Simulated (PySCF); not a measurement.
Working out the ionisation energy of Ne

Ne [Ne] (1S) → Ne⁺ [He] 2s2 2p5 (2P). Computed with PySCF 2.14 in aug-cc-pCVTZ-DK with one added diffuse shell each of s, p, d, f type (8s7p5d3f, 75 functions), with scalar relativity by spin-free X2C-1e. Frozen: nothing. Energies in hartree (1 hartree = 27.21139 eV):

| part | Ne (lower) | Ne⁺ (upper) |
| --- | --- | --- |
| UHF | -128.670291 | -127.947619 |
| MP2 opposite-spin | -0.256364 | -0.206342 |
| MP2 same-spin | -0.082124 | -0.058527 |

Problem. What does Hartree-Fock give?

Solution. (-127.947619) − (-128.670291) = 0.722672 hartree = 19.665 eV.

Problem. What do MP2 and SCS-MP2 (6/5 opposite-spin, 1/3 same-spin) give?

Solution. The opposite-spin parts differ by 1.361 eV and the same-spin parts by 0.642 eV. MP2: 19.665 + (1.361) + (0.642) = 21.668 eV. SCS-MP2: 19.665 + 1.2 × (1.361) + (0.642)/3 = 21.512 eV.

Measured between the centres of the two terms (NIST): 21.597 eV, so MP2 (valence and next inner shell) is off by 0.071 eV.

What remains against the reference includes basis incompleteness and correlation beyond second order.
